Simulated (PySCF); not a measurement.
## How the method moves the HOMO and LUMO of `O=C=O`

CO2.
Z-matrix (Å and degrees, PBE0-D3(BJ)/def2-SVP geometry), rows numbered from 1:
```
O 
C   1  1.1592
O   2  1.1593  1  180.00
```

Basis pcSseg-2 throughout (PySCF), one geometry. Geometry: PBE0-D3(BJ)/def2-SVP; no solvent, vibrations or thermal averaging.

Question: How do the orbital energies and the gap change with the method?

Answer: 
```csv
method,kind,HOMO (eV),LUMO (eV),gap (eV),SCF cycles
BLYP,GGA,-8.99,-0.31,8.68,12
OPBE,GGA,-9.08,-0.09,8.99,13
PBE,GGA,-9.09,-0.26,8.82,12
B97-D,GGA,-9.12,-0.20,8.92,13
KT2,GGA,-9.16,-0.35,8.81,13
BP86,GGA,-9.19,-0.35,8.83,12
KT3,GGA,-9.21,-0.45,8.76,13
LDA,LDA,-9.33,-0.58,8.75,12
B97-2,global hybrid,-10.44,0.71,11.15,13
B3LYP,global hybrid,-10.47,0.25,10.72,12
PBE0,global hybrid,-10.73,0.68,11.41,12
mPW1PW91,global hybrid,-10.76,0.70,11.46,12
CAM-B3LYP,range-separated hybrid,-12.21,1.43,13.64,12
BHandHLYP,global hybrid,-12.31,1.29,13.60,12
wB97X-D,range-separated hybrid,-12.62,2.66,15.29,12
LC-wPBE,range-separated hybrid,-13.53,2.93,16.46,12
HF,Hartree–Fock,-14.83,3.49,18.32,9
```

The HOMO spans 5.84 eV, from BLYP down to HF, and the gap runs from 8.68 eV (BLYP) to 18.32 eV (HF). Over the methods BLYP (0 %), OPBE (0 %), PBE (0 %), B97-D (0 %), KT2 (0 %), BP86 (0 %), KT3 (0 %), LDA (0 %), B97-2 (21 %), B3LYP (20 %), PBE0 (25 %), mPW1PW91 (25 %), BHandHLYP (50 %), HF (100 %), a straight line through the gap against the share of exact exchange rises by 0.96 eV for each 10 % (correlation coefficient 0.999). The dipole is below 0.03 D at every level.
